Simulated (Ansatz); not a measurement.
C5H10O2 (`CC1OCCCO1`). The species carries charge 0 and has multiplicity 1. The geometry is a stationary point of PBE0-D4/def2-TZVP.

```xyz
17

C    -1.504   -0.027    1.272
C    -0.421    0.924    0.789
O     0.873    0.474    1.101
C     1.301   -0.621    0.317
C     1.200   -0.286   -1.158
C    -0.207    0.198   -1.448
O    -0.555    1.251   -0.571
H    -1.463   -1.002    0.786
H    -2.483    0.411    1.074
H    -1.397   -0.178    2.347
H    -0.518    1.877    1.314
H     2.330   -0.822    0.618
H     0.709   -1.519    0.545
H     1.439   -1.162   -1.769
H     1.914    0.506   -1.400
H    -0.921   -0.633   -1.363
H    -0.296    0.606   -2.456
```

(1) What is the dipole moment at B3LYP/def2-TZVPP? (Best estimate.)

(2) And with PBE, r2SCAN, ωB97M-V? (Estimate.)

(3) Give the Mulliken charges with B3LYP, r2SCAN, PBE in def2-TZVPP. (Estimate.)

Answers

(1) Ansatz gave: 1.91 D, with components (-0.22, -1.79, -0.64) D in this frame, pointing from negative to positive charge.

(2) Computed: PBE 1.77 D, r2SCAN 1.85 D, ωB97M-V 1.94 D.

(3) Computed: 
```
atom  B3LYP  r2SCAN    PBE
  C1  -0.29   -0.21  -0.29
  C2   0.26    0.35   0.20
  O3  -0.33   -0.33  -0.26
  C4   0.01    0.10   0.00
  C5  -0.10   -0.04  -0.10
  C6   0.01    0.10   0.00
  O7  -0.33   -0.33  -0.26
  H8   0.07    0.05   0.07
  H9   0.09    0.06   0.09
 H10   0.09    0.06   0.09
 H11   0.10    0.03   0.08
 H12   0.09    0.04   0.08
 H13   0.06    0.03   0.05
 H14   0.05    0.01   0.05
 H15   0.07    0.03   0.06
 H16   0.06    0.03   0.05
 H17   0.09    0.04   0.08
```

B3LYP here is the variant with VWN-RPA as its local correlation; programs differ in this.
